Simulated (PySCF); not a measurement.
Compound: boranyloxyborane, B₂H₄O.
Bonds: B1–O2, O2–B3. Hydrogens: H4, H5 on B1; H6, H7 on B3.

Computed by this run: PBE0-D3(BJ)/def2-SVP geometry optimisation, gas phase (PySCF 2.14.0); density fitting, grid level 1; the optimiser is geomeTRIC in internal coordinates, started from a GFN2-xTB structure with every atom displaced at random (about 0.03 Å).

Step 0: E = -3458.9462 eV
```
atom  x, y, z in Å  |  force x, y, z in eV/Å
B1      1.2609   -0.2803   -0.3110   -2.640   1.319   0.733
O2     -0.0152   -0.0138    0.1162    1.675  -0.622  -0.865
B3     -1.2573    0.2002    0.5394    1.228  -0.451   0.488
H4      1.4897   -1.0658   -1.1097    0.035  -1.539  -1.017
H5      2.0764    0.4612    0.0202    1.164   0.872   0.754
H6     -1.9239    0.9620   -0.0183   -0.898   0.815  -0.753
H7     -1.5321   -0.3557    1.5400   -0.564  -0.394   0.660
```

**Question.** Estimate the geometry and energy of step 1. (The exact step hangs on the optimiser's Hessian estimate; all steps are aligned on step 0, rigid shifts and turns removed.)

**Answer.** E = -3459.1613 eV, largest force 0.671 eV/Å
```
atom  x, y, z in Å  |  force x, y, z in eV/Å
B1      1.2634   -0.1866   -0.3386   -0.526  -0.393   0.136
O2      0.0214    0.0197    0.1171    0.278   0.234   0.276
B3     -1.2213    0.1967    0.5728    0.157  -0.100  -0.316
H4      1.3431   -1.1235   -1.0932    0.355   0.012  -0.191
H5      2.1898    0.4861    0.0492   -0.091   0.072  -0.042
H6     -1.9173    0.9332   -0.0837   -0.189   0.063   0.153
H7     -1.5806   -0.4177    1.5533    0.016   0.111  -0.016
```

The energy changes by -0.2150 eV. The first-order estimate −F·Δx gives -0.5209 eV and the mean of the old and new forces, exact on a quadratic surface, -0.2031 eV. The step makes an angle of 66° with the force vector and moves no atom by more than 0.158 Å.

What follows is the cost of the whole optimisation. The run took 5.4 s wall on Arm Neoverse V1, one thread, on a shared host, and the process peaked at 0.27 GiB of memory.
